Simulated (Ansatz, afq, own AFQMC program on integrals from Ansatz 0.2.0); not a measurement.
**Where AFQMC and coupled cluster stand for ZrHCl₂, sextet**

```xyz
4

Zr    0.0000    0.0000    0.9366
Cl    0.0000   -1.2797   -1.2530
Cl    0.0000    1.2797   -1.2530
H     0.0000    0.0000    3.3821
```

Connectivity, by distances: Cl–ZrH–Cl.

Basis def2-SVP with its core potentials. Only valence electrons are correlated. Ansatz 0.2.0 and our own AFQMC program on the same integrals; the CISD trial comes from CCSD amplitudes, and released means the phaseless constraint is let go. Uncertainties: one standard error, sampling alone. No spin–orbit coupling. The metal's outer-core s and p shells are frozen, which shifts wave-function levels against functionals.

Determinant: UHF, the one that the program's search chose, which needn't be the lowest solution. The geometry is a PBE0/def2-TZVP stationary point of this or a neighbouring charge and spin state.

No full CI on the walks' own integrals is used here; CCSDT(Q) serves as the reference and is uncertain by about the last step of the cluster series.

Cautions: no spin-orbit coupling; outer-core shells of the metal frozen; another spin lies lower (by 2.59 eV).

The T1 diagnostic is 0.0169. The weight of the determinant in the CISD state is 0.855, the ⟨S²⟩ of the determinant is 8.768 and the size of the correlated space is 19 electrons in 58 orbitals.

```
  level  correlation energy (eV)
    MP2                  -8.1898
   CCSD                  -9.0502
CCSD(T)                  -9.2787
```

Problem. Estimate where AFQMC with the constraint released lies against CCSD(T) on the same integrals.

Solution. 1.20 ± 0.14 kcal/mol below CCSD(T).

Reference: CCSDT(Q), correlation energy -9.334 eV. The released energy is read at 1.80 1/Eh, later times being too noisy (meV from the phaseless value at times in 1/Eh: -12 ± 5 at 0.24, -22 ± 5 at 0.60, -41 ± 5 at 1.20, -42 ± 6 at 1.80, -99 ± 60 at 2.60).

| level | E − E(reference) (kcal/mol) | share of correlation (%) |
| --- | --- | --- |
| CCSD(T) | 1.27 | 99.41 |
| CCSDT | 0.50 | 99.77 |
| ph-AFQMC/HF | 4.44 ± 0.76 | 97.94 |
| ph-AFQMC/CISD | 1.03 ± 0.12 | 99.52 |
| released AFQMC | 0.06 ± 0.14 | 99.97 |

A walk keeps the symmetry of its determinant, which the program's search chose and which needn't be the lowest solution, so a lower state of the same spin and another symmetry isn't excluded. Released energies are given only where the last usable release times agree within the noise; a slower fall can still hide under it.
